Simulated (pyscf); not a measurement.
Structures and frequencies: ωB97X-D3(BJ)/def2-SVP in PySCF.

Question: Estimate the classical barrier height and the reaction energy of HS–SnH: [singlet] + H₂ → SnH₂ [singlet] + H₂S at r²SCAN/def2-TZVP. The step runs on the singlet surface, breaks S–Sn, H–H and forms H–Sn, H–S; take the separated reactants as zero.

Answer: ΔE‡ = 19.2 kcal/mol, ΔE = +26.3 kcal/mol. ωB97M-D3(BJ)/def2-TZVP gives 23.9 kcal/mol and +22.0 kcal/mol. Zero-point energy shifts the barrier by +1.7 kcal/mol. It is a four-centre exchange, with an imaginary mode of 1301i cm⁻¹. On the product side the descent ends in an adduct with a S–Sn contact, 16.5 kcal/mol under the separated species and 14.0 kcal/mol under the saddle at ωB97X-D3(BJ)/def2-TZVP. At r²SCAN the saddle lies under the separated products, which points to a path from their complex (located at ωB97X-D3(BJ) alone), and parting the products costs more than the saddle. What is counted as broken (S–Sn) persists as a longer contact in the product adduct; parting that adduct is a step of its own. One saddle was located; it need not be the lowest between these sides. Elements past Kr carry the def2 core potentials, without spin-orbit coupling.
